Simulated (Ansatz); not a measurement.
The inner images of a band of ClH3Si + H2O (8 atoms, charge 0, multiplicity 1) are given out of order.

The calculation used RKS PBE/def2-SVP in Ansatz.

Image 0:

```xyz
8
Properties=species:S:1:pos:R:3
Si 0.330 0.037 -0.052
Cl 0.297 -0.147 2.046
H 1.788 0.047 -0.419
H -0.300 1.326 -0.467
H -0.308 -1.165 -0.675
O -2.586 0.047 0.737
H -2.763 -0.912 0.707
H -2.116 0.137 1.591
```

Image 6:

```xyz
8
Properties=species:S:1:pos:R:3
Si -0.302 -0.082 -0.520
Cl -0.709 0.753 3.233
H 0.916 -0.829 -0.053
H -0.078 1.395 -0.478
H -0.637 -0.527 -1.918
O -1.637 -0.354 0.508
H -1.936 -1.280 0.569
H -1.275 0.295 2.127
```

Task: Put them in order from the first end to the last, with their energies above the first end.
A.
```xyz
8
Properties=species:S:1:pos:R:3
Si -0.302 0.011 -0.252
Cl -0.187 0.682 2.527
H 0.967 -0.677 0.165
H -0.147 1.487 -0.439
H -0.712 -0.611 -1.547
O -1.795 -0.343 0.636
H -2.179 -1.233 0.507
H -1.303 0.054 1.872
```
B.
```xyz
8
Properties=species:S:1:pos:R:3
Si 0.217 0.108 -0.051
Cl 0.197 0.140 2.069
H 1.646 -0.253 -0.315
H -0.105 1.483 -0.543
H -0.601 -0.934 -0.751
O -2.496 -0.100 0.776
H -2.465 -1.066 0.639
H -2.049 -0.007 1.643
```
C.
```xyz
8
Properties=species:S:1:pos:R:3
Si -0.340 -0.047 -0.415
Cl -0.363 0.704 2.937
H 0.880 -0.710 0.158
H -0.184 1.439 -0.443
H -0.589 -0.587 -1.794
O -1.747 -0.354 0.515
H -2.101 -1.260 0.454
H -1.214 0.183 2.055
```
D.
```xyz
8
Properties=species:S:1:pos:R:3
Si -0.195 0.096 -0.107
Cl 0.009 0.717 2.258
H 1.084 -0.666 0.078
H -0.121 1.528 -0.524
H -0.776 -0.613 -1.329
O -1.891 -0.326 0.743
H -2.190 -1.253 0.636
H -1.576 -0.113 1.712
```
E.
```xyz
8
Properties=species:S:1:pos:R:3
Si -0.002 0.110 -0.041
Cl 0.131 0.452 2.139
H 1.380 -0.474 -0.102
H -0.095 1.509 -0.562
H -0.711 -0.785 -1.042
O -2.176 -0.195 0.750
H -2.314 -1.158 0.641
H -1.870 -0.088 1.684
```

Result: B (+0.12 eV), E (+0.57 eV), D (+0.77 eV), A (+0.43 eV), C (+0.07 eV).

The run took 2.4 min on 1 thread of Arm Neoverse V1, on a shared host, peak memory 0.15 GiB.
